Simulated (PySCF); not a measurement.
Molecule: SMILES [NH3+][AlH2-][F], AlFH₅N.

Mapped SMILES: `[NH3+:1][AlH2-:2][F:3]`. Each H is labelled by its parent atom.

Geometry PBE0-D3(BJ)/def2-SVP throughout; GIAO in PySCF 2.14, gas phase, one conformer, non-relativistic; equivalent atoms averaged; functional PBE0.

(1) How do the shifts δ (against NH3, AlH4-, CFCl3, TMS at the same level) depend on the basis set? (ppm; last column core-seconds on shared hosts with different chips, so compare them loosely)

(2) Which nucleus moves most, in ppm?

(3) Taking the largest basis, pcSseg-2 (185 functions), as the yardstick, rank the others by their worst heavy-atom deviation.

Answers

(1) 
```
    basis set  functions    N1   Al2      F3  H(N1)  H(Al2)  core-s
       STO-3G         24  -3.4  21.8  -186.4   1.73    1.22     2.5
        6-31G         41  16.4  54.8  -199.2   1.42    5.07     4.3
     pcSseg-0         41  27.3  46.3  -200.5   1.51    5.17     4.3
       6-31G*         56  21.1  47.4  -158.4   1.34    4.79     5.2
      cc-pVDZ         71  31.7  42.7  -166.5   1.64    4.19     6.3
     def2-SVP         71  30.5  36.1  -153.7   1.67    4.11     6.3
     pcSseg-1         83  34.9  45.0  -195.8   1.83    4.12       4
  aug-cc-pVDZ        118  27.0  47.8  -191.4   1.82    4.45      11
6-311+G(2d,p)        119  28.7  47.8  -201.8   1.61    4.41      11
    def2-TZVP        129  33.3  42.8  -183.8   1.64    4.38      12
     IGLO-III        164  29.6  38.7  -197.2   1.82    4.28      16
      cc-pVTZ        164  33.4  47.4  -180.2   1.84    4.17      17
     pcSseg-2        185  31.0  42.9  -197.4   1.90    4.17      17
```

(2) F3 (fluorine bonded to Al): from -201.8 ppm with 6-311+G(2d,p) to -153.7 ppm with def2-SVP. The smallest spread is 0.56 ppm, at H(N1).

(3) pcSseg-0 3.8 ppm (41 functions), pcSseg-1 3.9 ppm (83 functions), IGLO-III 4.2 ppm (164 functions), 6-311+G(2d,p) 4.9 ppm (119 functions), aug-cc-pVDZ 6.0 ppm (118 functions), def2-TZVP 13.6 ppm (129 functions), 6-31G 14.6 ppm (41 functions), cc-pVTZ 17.1 ppm (164 functions), cc-pVDZ 30.9 ppm (71 functions), STO-3G 34.4 ppm (24 functions), 6-31G* 39.0 ppm (56 functions), def2-SVP 43.7 ppm (71 functions).

A small basis that lands close on one nucleus may do so by chance; judge by the trend and by all nuclei.
